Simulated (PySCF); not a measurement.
Stepwise substitution at one centre (Al Cl-I). Isolated molecules, 0 K electronic values unless said otherwise. Strings in code marks are SMILES.

Computed with PBE-D3(BJ)/def2-TZVP // PBE0-D3(BJ)/def2-TZVP (PySCF). All candidates: neutral, multiplicity 1. Delta-SCF ions had no search for a lower state. Excitations are Tamm–Dancoff values on a coarser integration grid. The basis has no diffuse functions, so Rydberg states are missing or too high.

```
Property                                  Value
--------------------------------------  -------
vertical ionisation energy (Delta-SCF)  9.34 eV
T1 excitation (TDA)                     4.16 eV
HOMO–LUMO gap                           4.29 eV
```

Problem. Say which member has these values.
A) `[Cl][Al]([I])[I]`
B) `[Cl][Al]([Cl])[Cl]`
C) `[I][Al]([I])[I]`

Solution. A, `[Cl][Al]([I])[I]`. The others give `[I][Al]([I])[I]`: 8.94 eV, 3.84 eV, 3.95 eV; `[Cl][Al]([Cl])[Cl]`: 10.85 eV, 5.72 eV, 5.84 eV
